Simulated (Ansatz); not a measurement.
Reaction (atomization): `C=C1COC1=N` → 4 C• + 5 H• + N• + O•

Isolated molecules relaxed with PBE0-D4/def2-TZVP in Ansatz; ΔE leaves out vibrations. CBS: MP2 limit from def2 TZ/QZ plus the TZ coupled-cluster correction, frozen cores. This one scheme is used for every species, atoms too. DFT in def2-TZVPP. No spin–orbit coupling; open shells (•) take unrestricted orbitals. Spin–orbit coupling would lower the free atoms: a little for C, O. One conformer a species, not always the lowest.

(1) What is ΔE at CCSD(T)/CBS? (Estimate.)

(2) What do these levels give: r2SCAN-D4, PBE0-D4, ωB97M-V, r2SCAN, SCS-MP2/def2-QZVPP, CCSD/CBS(def2)? (Best estimate.)

Largest T1 diagnostic among the species: 0.014.

## Answers

(1) Ansatz gave: +49.33 eV.

(2) The calculation gave: r2SCAN-D4 49.75, PBE0-D4 50.18, ωB97M-V 49.72, r2SCAN 49.70, SCS-MP2/def2-QZVPP 49.72, CCSD/CBS(def2) 48.27 eV.

From PBE to PBE0 (25 % exact exchange), in def2-TZVPP and without D4, ΔE moves by −1.52 eV: exact exchange takes away binding that semilocal exchange gives to molecules. The D4 term adds +0.36 eV with B3LYP and +0.19 eV with PBE0; it sums over pairs of atoms, weighted by their polarisabilities, and B3LYP, whose exchange is more repulsive, gets the larger term. In def2-TZVPP, CCSD(T) changes the Hartree–Fock value by +13.92 eV (the triples alone add +1.06 eV) and MP2 by +15.27 eV; breaking electron pairs costs correlation energy, which Hartree–Fock lacks.

B3LYP here is the variant with VWN-RPA as its local correlation; programs differ in this.

For atomizations the MP2-based limit and the directly extrapolated one differ by several kJ/mol either way, and by 10 to 25 for some Ge, Se and Sn compounds, so smaller differences from it don't rank the levels.
